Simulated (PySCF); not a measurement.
NP.
InChI=1S/NP/c1-2

Computed, not measured: B3LYP/6-31+G* geometry optimisation, gas phase in PySCF 2.14.0.

Take the most abundant isotopes and a rigid rotor. 

Problem. What are the moment of inertia and the rotational constant?

Solution. I = 21.532 u·Å², B = 505379 MHz·u·Å²/I = 23471 MHz (0.7829 cm⁻¹, or 1.126 K as hB/k). For two atoms I = μr² with μ = 9.6434 u and r = 1.4943 Å.

Problem. List the first levels of a rigid rotor in a Σ state.

Solution. E(J) = BJ(J+1): J = 1: 1.566, J = 2: 4.698, J = 3: 9.395, J = 4: 15.658, J = 5: 23.488, J = 6: 32.883 cm⁻¹.

Problem. Where do the first rotational lines fall?

Solution. The dipole is 2.80 D; J+1 ← J lies at 2B(J+1): 1 ← 0 at 46.94 GHz, 2 ← 1 at 93.89 GHz, 3 ← 2 at 140.83 GHz, 4 ← 3 at 187.77 GHz, 5 ← 4 at 234.71 GHz, 6 ← 5 at 281.66 GHz.

Problem. Estimate the classical rotational partition function at 50 K, 298.15 K and 500 K.

Solution. Point group C∞v, symmetry number σ = 1; q = kT/(σhB), k/h = 20836.6 MHz/K: 44.4 at 50 K, 265 at 298.15 K, 444 at 500 K.

Not checked by B3LYP/6-31+G* frequencies. No vibrational averaging or centrifugal distortion is included, and the geometry carries the error of its method.

The run took 1.3 s on one thread of an Intel Xeon Platinum 8488C (shared host), and the process peaked at 0.24 GiB of memory. That covers the optimisation of the geometry.
